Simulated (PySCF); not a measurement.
AlCl⁺: from constants to spectrum

PBE0 constants of AlCl⁺, ²Σ⁺ (doublet), unpaired electrons σ ↑ (basis Al def2-TZVP, Cl def2-TZVP; no relativity; PySCF 2.14; masses 26.9815 and 34.9689 u):

```
ωe             : 599.1 cm⁻¹
ωexe           : 3.05 cm⁻¹
Be             : 0.27027 cm⁻¹
αe             : 0.00166 cm⁻¹
De to Al⁺ + Cl : 2.14 eV
```

What force constant and bond length do these constants imply?

Reduced mass μred = 15.230 u; k = 5.8918×10⁻⁷·μred·ωe² (u, cm⁻¹, mdyn/Å) = 3.22 mdyn/Å; Re = √(16.8576/(μred·Be)) (u, cm⁻¹, Å) = 2.024 Å.

Estimate the centrifugal constant D from the Kratzer relation and find the Dunham coefficient a1.

D = 4Be³/ωe² = 2.2e-07 cm⁻¹; a1 = −1 − αeωe/(6Be²) = -3.27.

For an ion De counts to the pair picked by the measured ionisation energies or electron affinities, which need not be the lowest pair at this level. The state is the lowest determinant that a PBE0 search found; another state may lie lower at other levels.
